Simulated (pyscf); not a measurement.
Single points on ωB97X-D3(BJ)/def2-SVP structures (PySCF, gas phase).

**Question.** Estimate the classical barrier height and the reaction energy of [Cl–V(Cl)(Cl)–Cl]• + ammonia (NH₃) → [H₂N–V(Cl)(Cl)–Cl]• + hydrogen chloride (HCl) at ωB97M-D3(BJ)/def2-TZVP. The step runs on the doublet surface, breaks Cl–V, H–N and forms N–V, Cl–H; take the separated reactants as zero.

**Answer.** ΔE‡ = 78.2 kJ/mol, ΔE = +30.9 kJ/mol. Zero-point energy shifts the barrier by -8.7 kJ/mol. It is a four-centre exchange, with an imaginary mode of 721i cm⁻¹. On the reactant side the descent ends in an adduct with a N–V contact (not fully relaxed), 88.3 kJ/mol under the separated species and 162.2 kJ/mol under the saddle at ωB97X-D3(BJ)/def2-TZVP. What is counted as formed (N–V) is already present as a longer contact in the reactant adduct; forming that adduct is a step of its own. One saddle was located; it need not be the lowest between these sides. Open-shell species with a d-block atom are single-reference here; other states, and whether the spin sits on metal or ligand, were not checked.
